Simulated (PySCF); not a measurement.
Species: C6H7 (charge +1).
SMILES: `C1=C[CH+]CC=C1`

Vertical excitations from PySCF (density fitting, frozen core in the response, grid level 2 and gas phase unless stated; continuum runs use non-equilibrium linear response for the excitations) on a GFN2-xTB geometry. Reference run:

```
                                 settings    S1, eV (f)    S2, eV (f)    S3, eV (f)    S4, eV (f)    S5, eV (f)    S6, eV (f)  T1, eV (Tamm–Dancoff)  mean α (au)
wB97X-D/def2-SVPD, full TDDFT, 8 singlets  4.15 (0.114)  5.24 (0.000)  5.64 (0.005)  5.94 (0.091)  7.34 (0.000)  7.46 (0.563)                   2.44         61.8
```

Question: What do these settings give: OLYP/pcseg-1, full TDDFT, 3 singlets?

Answer: 
```json
{"settings": "OLYP/pcseg-1, full TDDFT, 3 singlets", "S1, eV (f)": "4.14 (0.110)", "S2, eV (f)": "4.63 (0.000)", "S3, eV (f)": "5.05 (0.004)", "S4, eV (f)": "–", "S5, eV (f)": "–", "S6, eV (f)": "–", "T1, eV (Tamm–Dancoff)": "2.49", "mean α (au)": "57.4"}
```

S1 moves by -0.01 eV; functional and basis change together, so the shift can't be laid on one. States are counted by energy in each run and needn't keep their character from row to row.

Question: Which orbital pairs make up S1 in each run, and how does it sit against the orbital gap?

Answer: 
| settings | S1 configurations (weight) | S1 (eV) | orbital gap (eV) | S1 − gap (eV) |
| --- | --- | --- | --- | --- |
| wB97X-D/def2-SVPD, full TDDFT, 8 singlets | H→L 0.98 | 4.15 | 8.26 | -4.11 |
| OLYP/pcseg-1, full TDDFT, 3 singlets | H→L 0.98 | 4.14 | 2.99 | +1.15 |

